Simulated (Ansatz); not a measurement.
**SiH₃Cl + H₂O: a complex and its separated parts**

Aim: how far the complex at one end of a reaction step lies below its separated, relaxed parts, level by level.

Program: Ansatz 0.2.0, Gaussian basis. Level of theory: PBE0-D4/def2-TZVP structures, single points in def2-TZVPP, no counterpoise correction. These are calculated values, not measurements.

Levels: SPW92, PBE-D4, BLYP-D4, r2SCAN-D4, B97M-V, PBE0-D4, B3LYP-D4, r2SCAN0-D4, BHLYP-D4, CAM-B3LYP-D4, wB97X-V, wB97M-V, B2PLYP, PBE-QIDH, RPA on PBE, Hartree-Fock, MP2, CCSD, CCSD(T).

Correlated methods freeze the cores. B3LYP uses VWN-RPA correlation. B2PLYP carries no dispersion term here.

94 further runs of the same task are left out: 94 set aside as unsound or not needed.

**1. The system as given**

The complex: 8 atoms, charge 0, spin multiplicity 1.

Atoms are counted from 1 here; the program's logs count them from 0.

Bond lengths: Si1–H3 1.476 Å, Si1–H4 1.483 Å, Si1–H5 1.478 Å, Si1–Cl7 2.070 Å, O2–H6 0.962 Å, O2–H8 0.960 Å. Angles: H3–Si1–H4 110.4°, H3–Si1–H5 112.5°, H3–Si1–Cl7 109.0°, H4–Si1–H5 109.8°, H4–Si1–Cl7 106.0°, H5–Si1–Cl7 108.8°, H6–O2–H8 105.1°.

Coordinates:

```xyz
8
charge 0, multiplicity 1
Si   -0.5806   -0.0574   -1.1025
O     0.7057   -0.4282    1.7736
H    -0.1247   -1.4440   -0.8832
H    -1.1820    0.0812   -2.4507
H    -1.5443    0.3905   -0.0756
H     1.3605    0.1388    1.3556
Cl    1.0593    1.2052   -1.0749
H     0.3062    0.1138    2.4577
```

Its parts: SiH₃Cl holds atoms 1, 3, 4, 5, 7; H₂O holds atoms 2, 6, 8. Each part counts its atoms afresh in its own runs.

**2. Relaxing SiH₃Cl alone**

relax-a/in.yaml reads:

```yaml
crystal:
  periodic: [false, false, false]
  atoms:
    - {symbol: Si, position_ang: [-0.580600, -0.057401, -1.102459]}
    - {symbol: H, position_ang: [-0.124699, -1.443962, -0.883238]}
    - {symbol: H, position_ang: [-1.182027, 0.081186, -2.450701]}
    - {symbol: H, position_ang: [-1.544311, 0.390533, -0.075565]}
    - {symbol: Cl, position_ang: [1.059307, 1.205169, -1.074889]}
basis:
  gaussian: {orbitals: def2-TZVP}
hamiltonian: {xc: pbe0, dispersion: d4}
relax: {f_tol: 0.005, max_steps: 200}
```

Run with:

```bash
$ ansatz run in.yaml --threads 2 --pin off --events-out ev --progress --plain --max-ram 4352MiB
```

After this run come: Relaxing H₂O alone; SPW92/def2-TZVPP; PBE-D4/def2-TZVPP; BLYP-D4/def2-TZVPP; r2SCAN-D4/def2-TZVPP; B97M-V/def2-TZVPP; PBE0-D4/def2-TZVPP; B3LYP-D4/def2-TZVPP; r2SCAN0-D4/def2-TZVPP; BHLYP-D4/def2-TZVPP; CAM-B3LYP-D4/def2-TZVPP; wB97X-V/def2-TZVPP; wB97M-V/def2-TZVPP; B2PLYP/def2-TZVPP; PBE-QIDH/def2-TZVPP; RPA on PBE/def2-TZVPP; CCSD(T)/def2-TZVPP; Vibrations of SiH₃Cl; Vibrations of H₂O.

**Question.** What will these runs give? Wanted: complex less parts, CCSD(T)/def2-TZVPP; with zero-point energy; largest T1 diagnostic.

As calculated:

```
                              quantity         value
complex less parts, CCSD(T)/def2-TZVPP  -12.6 kJ/mol
                with zero-point energy   -7.2 kJ/mol
                 largest T1 diagnostic         0.009
```

At CCSD(T) the complex lies 12.6 kJ/mol below its parts. PBE-QIDH is the best functional here (+0.8 kJ/mol from CCSD(T)); SPW92 is the worst (-12.0 kJ/mol). By rung, the mean size of the error is: LDA 12.0, GGA 3.2, meta-GGA 2.8, hybrid 2.2, range-separated hybrid 2.9, double hybrid 1.5 kJ/mol. PBE-D4 gives a relative energy 3.9 kJ/mol too low, inside chemical accuracy (1 kcal/mol, 4.2 kJ/mol). No counterpoise was applied, and triple zeta lacks some correlation, so the CCSD(T) reference has a basis error of its own, and close matches with it are partly luck.
